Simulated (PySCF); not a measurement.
# Electric properties by functional and basis

1,2-dichloropropane, C3H6Cl2.
Geometry (PBE0-D3(BJ)/def2-SVP, Å), atoms numbered from 1 in this order:
```xyz
11
C3H6Cl2 angstrom
C     -1.247   -0.369   -0.071
C     -0.064    0.569   -0.057
Cl    -0.217    1.738    1.311
C      1.281   -0.112    0.117
Cl     1.642   -1.171   -1.277
H     -1.143   -1.078   -0.905
H     -2.184    0.191   -0.198
H     -1.303   -0.936    0.870
H     -0.040    1.185   -0.968
H      2.085    0.631    0.184
H      1.289   -0.733    1.024
```

PySCF, dipoles from the SCF density, polarisabilities from static response with core orbitals frozen. The structure is a single PBE0-D3(BJ)/def2-SVP conformer in the gas phase; no vibrational or solvent corrections.

The anisotropy is √(½[(α1 − α2)² + (α2 − α3)² + (α3 − α1)²]).

```tsv
level	μ (D)	α (au)	anisotropy (au)
LDA/def2-SVPD	0.559	70.44	26.81
PBE/def2-SVPD	0.557	69.74	26.94
B3LYP/def2-SVPD	0.551	67.76	25.93
PBE0/def2-SVPD	0.563	66.94	25.44
BHandHLYP/def2-SVPD	0.558	65.33	24.87
CAM-B3LYP/def2-SVPD	0.549	66.56	24.84
wB97X-D/def2-SVPD	0.570	66.16	24.53
LC-wPBE/def2-SVPD	0.554	64.63	23.61
HF/def2-SVPD	0.575	63.15	24.05
PBE0/6-31G*	0.542	51.43	28.62
PBE0/def2-SVP	0.422	50.93	23.75
PBE0/def2-TZVP	0.503	61.23	27.28
```

The dipole runs from 0.42 D (PBE0/def2-SVP) to 0.57 D (HF/def2-SVPD). No reference polarisability is at hand; against PBE0 in the largest diffuse basis at hand (def2-SVPD) the other PBE0 rows deviate by 6-31G* -23%, def2-SVP -24%, def2-TZVP -9%. In one basis (def2-SVPD) the functionals order the polarisability from HF (lowest) to LDA (highest), a spread of 12%. With PBE0 the polarisability is 54.53 au without diffuse functions (mean of 6-31G*, def2-SVP and def2-TZVP) and 66.94 au with them (def2-SVPD).
